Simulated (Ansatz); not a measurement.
**Worked example: C5H10O → C5H8 + H2O**

Species: C5H10O (3-methyl-2-butanone) `CC(=O)C(C)C`, singlet; C5H8 (3-methylbut-1-yne) `C#CC(C)C`, singlet; H2O (water) `O`, singlet. 

Shapes, held fixed at every level: PBE0-D4/def2-TZVP. Flexible molecules stand in one conformer, not always the lowest. Programs: Ansatz 0.2.0. Electronic energies: no zero-point or thermal term.

At CCSD(T)/CBS estimate; 1 Eh = 2625.50 kJ/mol:

```
species  energy (Eh)
 C5H10O  -271.462312
   C5H8  -195.019393
    H2O   -76.379409
```

Question: Work out ΔE of the reaction at this level.

Answer: 
1. Products less reactants: (-195.019393) + (-76.379409) − [(-271.462312)] = 0.063510 Eh = +166.7 kJ/mol.

Other levels give +165.1 (MP2/def2-TZVPP) to +201.4 kJ/mol (PBE0-D4/def2-TZVPP). No measured value is set beside it here. The CBS estimate extrapolates MP2 from def2-TZVPP and def2-QZVPP and adds CCSD(T) − MP2 in the triple-zeta set, cores frozen.
